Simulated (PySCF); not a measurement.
Vertical excitations of a molecule C4H6 from PySCF with TDDFT-PBE0/def2-SVPD, as energy in eV (oscillator strength): 5.81 (0.685), 6.78 (0.000), 6.97 (0.001), 7.01 (0.000), 7.13 (0.008), 7.18 (0.042), 8.09 (0.000), 8.17 (0.000), 8.23 (0.000), 8.27 (0.002). Lowest triplet (TDA): 3.04 eV. Geometry: r2SCAN-D4/def2-SVP. Other conformers were not sampled.

### Question
Pick the molecule that these values belong to.
(A) CC#CC
(B) C#CCC
(C) C1=CCC1
(D) C=CC=C

### Answer
D, C=CC=C
